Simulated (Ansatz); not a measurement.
Ansatz (a quantum-chemistry and plane-wave program) input (HF/aug-cc-pV(T+d)Z): A basis named .json is the Basis Set Exchange file of that set (core-valence sets with the plain set on hydrogen).

Ansatz 0.2 input:
```yaml
crystal:
  periodic: [false, false, false]
  atoms:
    - {symbol: Cl, position_ang: [-0.00000000, -0.00000000, -0.07362004]}
    - {symbol: H, position_ang: [0.00000000, 0.00000000, 1.25154065]}
basis:
  gaussian:
    orbitals: aug-cc-pV_T+d_Z.json
    fitting: {mean_field: cc-pV5Z-JKFIT.json}
hamiltonian:
  xc: {name: HF}
total_charge: 1
magnetization: {spin_polarized: true, initial_magnetization: 1}
```

Output:

```
Functional definition: HF
integrals: 0.01 GiB planned
264 factors; integrals over basis functions are off by at most 1.3e0 eV
mean field: 0.10 GiB planned
mean field evaluation 1: about -12508.1016 eV, gradient 1.0e1 eV
mean field evaluation 2: about -12508.6064 eV, gradient 3.1e0 eV
mean field evaluation 4: about -12508.6694 eV, gradient 2.9e-1 eV
mean field evaluation 8: about -12508.6066 eV, gradient 3.1e0 eV
mean field -12508.67050582 eV, -459.6851624077 hartree, gradient 1.2e-5 eV, S^2 0.762137; 0 other end points of the search recorded, 0 dependent functions left out
reference -12508.67050582 eV, -459.6851624077 hartree; 9, 8 occupied and 69, 70 virtual orbitals, 264 factors
Total energy: -12508.67050582 eV, -459.6851624077 hartree
```
